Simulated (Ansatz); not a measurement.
The input, for Ansatz 0.2.0:

```yaml
crystal:
  periodic: [false, false, false]
  atoms:
    - {symbol: Ge, position_ang: [0.000000, 0.000000, 0.000000]}
    - {symbol: Al, position_ang: [0.000000, 0.000000, 6.732000]}
basis:
  gaussian: {orbitals: aug-cc-pVDZ}
magnetization: {spin_polarized: false, initial_magnetization: 3}
correlation: {method: fci, electrons: outside_noble_gas}
```

```sh
$ ansatz run in.yaml --threads 5 --pin off --events-out ev --progress --plain --max-ram 130560MiB --backend cuda --devices 0, --max-vram 75GiB
```

(1) Roughly how long does this take on 5 threads of AMD EPYC 7R13 with a whole H100 80 GB, shared host, and how much host memory?

```
1104 factors; integrals over basis functions are off by at most 1.7e-7 eV
mean field evaluation 1: about -63050.4814 eV, gradient 6.7e0 eV
mean field evaluation 2: about -63050.4815 eV, gradient 6.7e0 eV
mean field evaluation 4: about -63050.7169 eV, gradient 3.0e0 eV
mean field evaluation 8: about -63043.3606 eV, gradient 1.9e1 eV
mean field evaluation 16: about -63053.1196 eV, gradient 2.9e-1 eV
mean field evaluation 32: about -63053.1333 eV, gradient 2.1e-1 eV
mean field evaluation 64: about -63053.1230 eV, gradient 6.6e-7 eV
mean field evaluation 96: about -63053.1301 eV, gradient 8.6e-2 eV
mean field evaluation 128: about -63053.1329 eV, gradient 2.0e-2 eV
mean field evaluation 160: about -63053.1231 eV, gradient 5.2e-3 eV
...
mean field evaluation 576: about -63053.3262 eV, gradient 5.8e-2 eV
mean field evaluation 608: about -63053.3291 eV, gradient 7.5e-3 eV
mean field evaluation 640: about -63053.3362 eV, gradient 9.2e-3 eV
mean field evaluation 672: about -63053.3203 eV, gradient 2.6e-1 eV
mean field evaluation 704: about -63053.3373 eV, gradient 5.9e-3 eV
mean field evaluation 736: about -63053.3194 eV, gradient 1.5e-2 eV
mean field evaluation 768: about -63053.3226 eV, gradient 4.4e-2 eV
mean field evaluation 800: about -63053.3255 eV, gradient 2.4e-2 eV
mean field evaluation 832: about -63053.3291 eV, gradient 7.8e-4 eV
mean field evaluation 864: about -63053.3233 eV, gradient 3.1e-1 eV
determinant -63053.14180895 eV, -2317.1602225244 hartree, with singles and doubles -63056.21179970 eV, -2317.2730426034 hartree
determinant -63053.13315860 eV, -2317.1599046300 hartree, with singles and doubles -63056.20297635 eV, -2317.2727183514 hartree
determinant -63053.13022940 eV, -2317.1597969839 hartree, with singles and doubles -63056.20042967 eV, -2317.2726247626 hartree
determinant -63053.12298371 eV, -2317.1595307096 hartree, with singles and doubles -63056.19358595 eV, -2317.2723732606 hartree
determinant -63053.12167251 eV, -2317.1594825237 hartree, with singles and doubles -63056.19449239 eV, -2317.2724065715 hartree
determinant -63053.14180895 eV, -2317.1602225244 hartree, with singles and doubles -63056.19747900 eV, -2317.2725163274 hartree
determinant -63053.13315860 eV, -2317.1599046300 hartree, with singles and doubles -63056.18924296 eV, -2317.2722136588 hartree
determinant -63053.13022940 eV, -2317.1597969839 hartree, with singles and doubles -63056.18675809 eV, -2317.2721223412 hartree
determinant -63053.12298371 eV, -2317.1595307096 hartree, with singles and doubles -63056.17996115 eV, -2317.2718725583 hartree
determinant -63053.12167251 eV, -2317.1594825237 hartree, with singles and doubles -63056.18081750 eV, -2317.2719040286 hartree
19 core orbitals not correlated: weight in the atoms' cores, before any rotation towards them, 1.000 or more for the frozen orbitals, at most 0.000 for the correlated occupied ones
reference -63053.14180895 eV, -2317.1602225244 hartree; 5, 2 occupied and 39, 42 virtual orbitals, 1104 factors
state -63056.27786964 eV, -2317.2754706289 hartree
Total energy: -63056.27786964 eV, -2317.2754706289 hartree
```

Natural occupations: 1.9221 1.8814 0.8865 0.8865 0.7797 0.2383 0.1410 0.1410 0.0124 0.0109 0.0109 0.0100 0.0100 0.0084 0.0084 0.0077 0.0061 0.0053 0.0053 0.0047 0.0046 0.0038 0.0038 0.0036.

## Answers

(1) 4.9 min wall and 6.6 GiB.
